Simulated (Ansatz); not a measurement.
One geometry of the cluster S₄⁻, several levels of theory.

```yaml
crystal:
  periodic: [false, false, false]
  atoms:
    - {symbol: S, position_ang: [-0.663794, 1.813142, 0.004115]}
    - {symbol: S, position_ang: [1.893022, -0.379710, -0.020310]}
    - {symbol: S, position_ang: [-1.467984, 0.015182, 0.016384]}
    - {symbol: S, position_ang: [0.238755, -1.448615, -0.000190]}
basis:
  gaussian: {orbitals: def2-TZVPD, initial_orbitals: start.molden}
total_charge: -1
magnetization: {spin_polarized: true, initial_magnetization: 1}
hamiltonian: {xc: r2scan, dispersion: d4}
scf: {omitted_lower_state_checks: [starts]}
output: {orbitals: {seedname: orbitals}}
```

The file start.molden holds the orbitals of an earlier run on this structure, at another level or in another basis.

```sh
$ ansatz run in.yaml --threads 4 --pin off --events-out ev --progress --plain --max-ram 3916MiB
```

Output, abridged:

```
Functional definition: r2SCAN
1172 factors; their error is unknown
mean field evaluation 1: about -43342.6094 eV, gradient 7.5e0 eV
mean field evaluation 2: about -43342.6532 eV, gradient 9.9e-2 eV
mean field evaluation 4: about -43342.6300 eV, gradient 5.5e-4 eV
mean field -43342.63004442 eV, -1592.8122754427 hartree, gradient 2.5e-5 eV, S^2 0.754027; 0 other end points of the search recorded, 0 dependent functions left out
reference -43342.63009185 eV, -1592.8122771856 hartree; 33, 32 occupied and 151, 152 virtual orbitals, 1172 factors
Total energy: -43342.67581439 eV, -1592.8139574579 hartree
Checks for a lower state left out: starts
```

Hardware: 4 threads of Arm Neoverse V2 on a shared host. Wall time 7 s.

First input, but with `hamiltonian: {xc: {name: PBE-QIDH}}` and without the key `output` (abridged; 12 s):

```
Functional definition: PBE-QIDH
mean field evaluation 16: about -43312.9259 eV, gradient 3.0e-6 eV
mean field -43312.92588650 eV, -1591.7206677734 hartree, gradient 3.1e-6 eV, S^2 0.769316
20 core orbitals not correlated: weight in the atoms' cores, before any rotation towards them, 1.000 or more for the frozen orbitals, at most 0.000 for the correlated occupied ones
second order -22.47081436 eV of doubles, -0.00000000 eV of singles
Total energy: -43320.41617599 eV, -1591.9959308348 hartree
Checks for a lower state left out: starts
```

First input, but with `hamiltonian: {xc: pbe, dispersion: d4}` (abridged; 2.7 s):

```
Functional definition: PBE
mean field -43327.41903431 eV, -1592.2532811313 hartree, gradient 1.7e-5 eV, S^2 0.751820
Total energy: -43327.63606252 eV, -1592.2612567709 hartree
Checks for a lower state left out: starts
```

As the first input, with `hamiltonian: {xc: hf}` (abridged; 8.5 s):

```
Functional definition: HF
mean field -43271.67365888 eV, -1590.2046763700 hartree, gradient 3.1e-5 eV, S^2 0.783883
Total energy: -43271.67365888 eV, -1590.2046763700 hartree
Checks for a lower state left out: starts
```

As the first input, with `hamiltonian: {xc: {name: revPBE}, dispersion: d4}` (abridged; 2.7 s):

```
Functional definition: revPBE
mean field -43337.86442070 eV, -1592.6371420012 hartree, gradient 1.7e-5 eV, S^2 0.751989
Total energy: -43338.40959163 eV, -1592.6571766634 hartree
Checks for a lower state left out: starts
```

The first input with `correlation: {method: ccsd_t}`, `scf: {omitted_lower_state_checks: [starts, cluster_reference]}` and without the key `hamiltonian` (abridged; 6.6 min):

```
Functional definition: HF
mean field -43271.67430739 eV, -1590.2047002024 hartree, gradient 3.9e-6 eV, S^2 0.783884
20 core orbitals not correlated: weight in the atoms' cores, before any rotation towards them, 1.000 or more for the frozen orbitals, at most 0.000 for the correlated occupied ones
second order -18.89755624 eV of doubles, -0.00000000 eV of singles
cycle   1  -19.26951400 eV  change   -3.7e-1 eV  update   1.6e-1
cycle   2  -19.89562940 eV  change   -6.3e-1 eV  update   5.7e-2
cycle   3  -20.09246464 eV  change   -2.0e-1 eV  update   5.3e-2
cycle   4  -20.13306789 eV  change   -4.1e-2 eV  update   3.4e-2
cycle   5  -20.14331402 eV  change   -1.0e-2 eV  update   2.9e-2
cycle   6  -20.17359865 eV  change   -3.0e-2 eV  update   1.9e-2
cycle   7  -20.18687686 eV  change   -1.3e-2 eV  update   1.2e-2
cycle   8  -20.19412652 eV  change   -7.2e-3 eV  update   6.3e-3
cycle   9  -20.20169305 eV  change   -7.6e-3 eV  update   3.8e-3
cycle  10  -20.19886828 eV  change    2.8e-3 eV  update   1.2e-3
cycle  11  -20.19974092 eV  change   -8.7e-4 eV  update   7.0e-4
cycle  12  -20.20020932 eV  change   -4.7e-4 eV  update   3.1e-4
cycle  13  -20.20019435 eV  change    1.5e-5 eV  update   1.5e-4
cycle  14  -20.20028187 eV  change   -8.8e-5 eV  update   7.0e-5
cycle  15  -20.20025752 eV  change    2.4e-5 eV  update   3.2e-5
cycle  16  -20.20023077 eV  change    2.7e-5 eV  update   1.3e-5
perturbative correction -1.39763973 eV, -0.0513623128 hartree
Total energy: -43293.27217789 eV, -1590.9984073036 hartree
Checks for a lower state left out: starts, cluster_reference
```

First input, but with `hamiltonian: {xc: pbe}`, `correlation: {method: rpa}` and without the key `output` (abridged; 4.4 s):

```
Functional definition: PBE
mean field -43327.41901596 eV, -1592.2532804570 hartree, gradient 7.8e-6 eV, S^2 0.751820
20 core orbitals not correlated: weight in the atoms' cores, before any rotation towards them, 1.000 or more for the frozen orbitals, at most 0.000 for the correlated occupied ones
Total energy: -43301.62980372 eV, -1591.3055443878 hartree
Checks for a lower state left out: starts
```

Geometry: PBE-D4/def2-TZVPD.

Correlated methods freeze 20 core orbitals. At PBE-D4/def2-TZVPD, revPBE-D4/def2-TZVPD the highest occupied level of the charge -1 doublet lies above zero (up to 0.22 eV). By energy differences its removal costs 2.81 eV (vertical, to the charge 0 singlet, at PBE0-D4/def2-TZVPD). At CCSD(T)/def2-TZVPD T1 of the charge -1 doublet is large (up to 0.057), so the single-reference result is doubtful. The structure comes from a short search, and lower isomers may exist.
